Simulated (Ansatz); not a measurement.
Mg2, quintet: reading a ladder of total energies

Geometry: that of the Mg2⁻, quartet, kept fixed. The triplet lies 2.7 eV lower here.

```xyz
2

Mg    0.0000    0.0000    0.0000
Mg    0.0000    0.0000    2.7066
```

Basis aug-cc-pVTZ; Ansatz 0.2.0. Only valence electrons are correlated (noble-gas cores frozen), which leaves 4 electrons in 90 orbitals. Prefix R: restricted or restricted open-shell reference; prefix U: unrestricted. The metal's outer-core shells are frozen, which leaves out core–valence correlation.

Full CI isn't at hand for all of this; UCCSDT(Q) serves as the reference, and is uncertain by about the last step of the cluster series.

The cluster runs stand on a determinant 0.07 eV above the lowest UHF solution, chosen by trial CCSD; the correlation energy below is counted from it.

Runs differ by some tens of microhartree through their thresholds and, for an open shell, their frozen cores, so steps under 0.03 kcal/mol mean nothing.

```json
{"level": "UHF determinant under the cluster runs", "total energy (hartree)": "-399.108383"}
{"level": "UMP2", "total energy (hartree)": "-399.127973"}
{"level": "UCCSD", "total energy (hartree)": "-399.137572"}
{"level": "UCCSD(T)", "total energy (hartree)": "-399.138845"}
{"level": "UCCSDT", "total energy (hartree)": "-399.139461"}
{"level": "UCCSDT(Q)", "total energy (hartree)": "-399.139488"}
```

Problem. What is the correlation energy at UCCSDT(Q), and what share of it do UMP2 and UCCSD recover?

Solution. E(corr) = -399.139488 − (-399.108383) = -0.031105 hartree = -0.846 eV. UMP2: -0.019590 / -0.031105 = 62.98 %. UCCSD: -0.029189 / -0.031105 = 93.84 %.

Problem. By how many kcal/mol does UCCSD(T) miss UCCSDT(Q) (1 hartree = 627.509 kcal/mol), and which steps make up the rest?

Solution. -399.138845 − (-399.139488) = 0.000643 hartree = 0.40 kcal/mol. Steps: UCCSDT − UCCSD(T) = -0.39, UCCSDT(Q) − UCCSDT = -0.02 kcal/mol. That is within 1 kcal/mol of the reference in this basis, which itself misses far more of the correlation at the basis-set limit.
